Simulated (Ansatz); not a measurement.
A made-up structure of CH$_{5}$BS, singlet:

```
8
angstrom
B -0.6651 0.5476 -0.5893
C 0.5399 0.1993 0.3181
S 0.6413 -1.4493 1.0603
H -1.4329 -0.2827 -0.9820
H -0.7993 1.6834 -0.9435
H 0.6368 0.9439 1.1154
H 1.4210 0.3716 -0.3225
H 0.3426 -0.3072 1.2282
```

It is relaxed with PBE-D4/def2-SVP and then PBE0-D4/def2-TZVP (Ansatz 0.2.0). Atoms count as bonded within 1.22 times the sum of their covalent radii (H–H: 0.88 Å). The end point is not checked to be a true minimum.

Question: Does its bonding change? (Judge from chemistry; the calculation decides.)

Answer: By the calculation: Yes. Formed: none; broken: C2–H8.

Where it ends: The first stage lowers the energy by 4.33 eV in 16 steps. It ends as CH₅BS ([BH2][CH2][SH]):
```xyz
8
angstrom
B -0.6562 0.6289 -0.4948
C 0.6970 0.4243 0.2289
S 0.8490 -0.8882 1.4671
H -1.5514 -0.1619 -0.4160
H -0.7863 1.5930 -1.1928
H 1.0262 1.3661 0.6809
H 1.4179 0.2486 -0.5871
H -0.3118 -1.5042 1.1984
```

Labels in which every atom is bracketed show which atoms are joined, not bond orders.

For scale, one of the runs: PBE0-D4/def2-TZVP relaxation, 129 basis functions, launched by `ansatz run in.yaml --threads 2 --pin off --events-out ev --progress --plain --max-ram 4352MiB`. Hardware: 2 CPU threads of an Intel Xeon Platinum 8259CL, shared host. Wall time about 110 s.
